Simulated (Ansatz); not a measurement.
**HBS (hydrogen boron sulfide) at BCCD(T)/STO-3G**

Aim: the energy change on altering one bond length of HBS (hydrogen boron sulfide) at BCCD(T)/STO-3G, from 2 runs. 

The results are computed with Ansatz 0.2.0.

63 further runs of the same task are left out: 8 that didn't finish, 55 set aside as unsound or not needed.

### Step 1. The system as given

HBS has 3 atoms, charge 0, and is taken as a singlet. As SMILES, `B=S`. The coordinates come from a PBE0-D4/def2-TZVP relaxation.

Bond lengths: B1–S2 1.598 Å, B1–H3 1.175 Å. Angles: S2–B1–H3 180.0°.

### Step 2. The energy at BCCD(T)/STO-3G

job.yaml

```yaml
basis:
  gaussian:
    orbitals: STO-3G
crystal:
  periodic: [false, false, false]
  atoms:
    - {symbol: B, position_ang: [-0.038660, -0.014560, 0.134750]}
    - {symbol: S, position_ang: [0.399170, 0.147640, -1.393290]}
    - {symbol: H, position_ang: [-0.360510, -0.133080, 1.258530]}
correlation:
  method: bccd_t
  frozen_orbitals: {B: 1, H: 0, S: 5}
accuracy: high
scf:
  omitted_lower_state_checks: [cluster_reference, increment]
```

Command:

```bash
$ ansatz run job.yaml --threads 1 --pin off --max-ram 3480MiB --events-out events.jsonl --progress --plain --runs-dir runs
```

The log of the run, shortened:

```text
Warning: RAYON_NUM_THREADS=1 ignored (pool sized by the plan → 1); use --threads N
Functional definition: HF
  name "HF"
[...]
243 factors; integrals over basis functions are off by at most 1.6e-8 eV
[...]
mean field -11377.62297392 eV, -418.1199322617 hartree, gradient 4.1e-8 eV, S^2 0.000000; 0 other end points of the search recorded, 0 dependent functions left out
6 core orbitals not correlated: weight in the atoms' cores, before any rotation towards them, 1.000 or more for the frozen orbitals, at most 0.000 for the correlated occupied ones
reference -11377.62297392 eV, -418.1199322617 hartree; 5, 5 occupied and 4, 4 virtual orbitals, 243 factors
second order -2.81174840 eV of doubles, -0.00000000 eV of singles
cycle   1  -2.61066462 eV  change    2.0e-1 eV  update   1.3e-1
[...]
cycle  17  -2.99483297 eV  change  -4.9e-10 eV  update  6.1e-10
perturbative correction -0.22284891 eV, -0.0081895464 hartree
Total energy: -11380.84065580 eV, -418.2381798898 hartree
Checks for a lower state left out: cluster_reference, increment
```

It took 0.2 s on 1 thread of Arm Neoverse V1, shared host.

### Step 3. The distorted shape

input.yaml

```yaml
crystal:
  periodic: [false, false, false]
  atoms:
    - {symbol: B, position_ang: [-0.148110, -0.055107, 0.516733]}
    - {symbol: S, position_ang: [0.399170, 0.147640, -1.393290]}
    - {symbol: H, position_ang: [-0.469960, -0.173627, 1.640513]}
basis:
  gaussian:
    orbitals: STO-3G
correlation:
  method: bccd_t
  frozen_orbitals: {B: 1, H: 0, S: 5}
accuracy: high
scf:
  omitted_lower_state_checks: [cluster_reference, increment]
```

Command:

```bash
$ ansatz run input.yaml --threads 1 --pin off --max-ram 3480MiB --events-out events.jsonl --progress --plain --runs-dir runs
```

The log of the run, shortened:

```text
Warning: RAYON_NUM_THREADS=1 ignored (pool sized by the plan → 1); use --threads N
[... 2 set-up lines as earlier in the session ...]
[...]
239 factors; integrals over basis functions are off by at most 1.3e-8 eV
[...]
mean field -11373.84125000 eV, -417.9809564711 hartree, gradient 1.5e-8 eV, S^2 0.000000; 0 other end points of the search recorded, 0 dependent functions left out; unrestricted orbitals would lower it
6 core orbitals not correlated: weight in the atoms' cores, before any rotation towards them, 1.000 or more for the frozen orbitals, at most 0.000 for the correlated occupied ones
reference -11373.84125000 eV, -417.9809564711 hartree; 5, 5 occupied and 4, 4 virtual orbitals, 239 factors
second order -3.14922551 eV of doubles, -0.00000000 eV of singles
cycle   1  -2.04889910 eV  change     1.1e0 eV  update   2.9e-1
[...]
cycle  24  -3.37072671 eV  change   2.4e-11 eV  update  1.1e-10
perturbative correction -0.69346106 eV, -0.0254842237 hartree
Total energy: -11377.90543777 eV, -418.1303126167 hartree
Checks for a lower state left out: cluster_reference, increment
```

Wall time 0.2 s (1 thread of Arm Neoverse V1, shared host).

### Step 4. Outcome

Level: BCCD(T)/STO-3G, 6 core orbitals frozen.

```
                                                         quantity          value
                                        first shape: total energy  -418.23818 Eh
         first shape: correlation energy (6 core orbitals frozen)     -118.2 mEh
                                      first shape: (T) correction      -8.19 mEh
                                    distorted shape: total energy  -418.13031 Eh
     distorted shape: correlation energy (6 core orbitals frozen)     -149.4 mEh
                                  distorted shape: (T) correction     -25.48 mEh
energy change with the B1–S2 bond stretched from 1.598 to 1.997 Å       2.935 eV
```

What this shows: With the B1–S2 bond stretched from 1.598 to 1.997 Å the energy rises by 2.94 eV (68 kcal/mol). The first shape isn't relaxed at this level, so the change isn't measured from a minimum. The minimal basis adds a large error of its own. The triples (first shape) make up 6.9 % of the correlation energy. The restricted solution (distorted shape) is unstable to spin breaking: an unrestricted one lies lower. The triples (distorted shape) make up 17.1 % of the correlation energy.
